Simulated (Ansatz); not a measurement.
Structure relaxation of Na2P3

Computed with DFT PBE, scalar-relativistic, plane waves, PAW in Ansatz 0.2.0. Cutoff 420 eV, Γ-centred k mesh, Gaussian smearing, no spin polarisation in the final step.

The start puts Na2P3 on the A-type sesquioxide structure type (P-3m1, No. 164), with Na in place of La, P in place of O, at a guessed volume.

```
Na P
1.0
     4.07322    0.00000    0.00000
    -2.03661    3.52751    0.00000
     0.00000    0.00000    6.33726
Na P
2 3
Direct
  0.33333 0.66667 0.24500
  0.66667 0.33333 0.75500
  0.00000 0.00000 0.00000
  0.33333 0.66667 0.64500
  0.66667 0.33333 0.35500
```

Cell and atoms relax at zero pressure; the relaxation can't lower the symmetry of the start. After a coarse first stage the cell is made exact in the group found at 0.06 Å.

Energies over the elements count from the elements' standard structures at the same level, with no empirical corrections.

(1) What does it relax into?

(2) What are its volume, energy, density and gap?

Results:

(1) It keeps P-3m1 (No. 164), but not the shape of the type it started on. Conventional cell: a = 3.434 Å, c = 10.231 Å. Na has 3 P at 2.84 Å, 3 P at 3.21 Å, 6 Na at 3.43 Å and 1 P at 3.63 Å; around P on Wyckoff site a (1 atom of the primitive cell) lie 6 Na at 2.84 Å and 6 P at 3.43 Å; P on Wyckoff site d (2 atoms of the primitive cell) has 3 P at 2.27 Å.

```
Na P
1.0
     3.43413    0.00000    0.00000
    -1.71707    2.97404    0.00000
     0.00000    0.00000   10.23119
Na P
2 3
Direct
  0.33333 0.66667 0.19933
  0.66667 0.33333 0.80067
  0.00000 0.00000 0.00000
  0.33333 0.66667 0.55434
  0.66667 0.33333 0.44566
```

(2) The volume per atom is 20.90 Å³. The density is 2.21 g/cm³ and the energy over the elements is -0.03 eV/atom. The gap on the 12×12×4 mesh is 0 eV (a metal).

The final run used a 12×12×4 mesh on its 5-atom cell and 0.10 eV smearing. The k mesh leaves about 4 meV/atom of noise in metals. A structure relaxed within its symmetry needn't be a true minimum.

Cost: 3 runs of about 2 core-minutes in all, on Intel Xeon Platinum 8375C (Ice Lake) (shared hosts).